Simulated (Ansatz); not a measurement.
Name a neutral molecule of C and H with HOMO energy (PBE0/def2-TZVPP) between -8.75 and -8.45 eV and LUMO energy (ωB97M-V/def2-TZVPP) between 2.40 and 2.70 eV (Ansatz, PBE0-D4/def2-TZVP geometry).

`CCCC(C)CC` (-8.52 eV, 2.63 eV); `CCCCC` (-8.74 eV, 2.69 eV); `CCCCCC` (-8.64 eV, 2.56 eV); `CCC(C)CC` (-8.58 eV, 2.57 eV); `CCCC(C)C` (-8.58 eV, 2.56 eV); `CC(C)C(C)C` (-8.58 eV, 2.51 eV). Other molecules can fit too; these were computed, each in one conformer that needn't be the lowest.
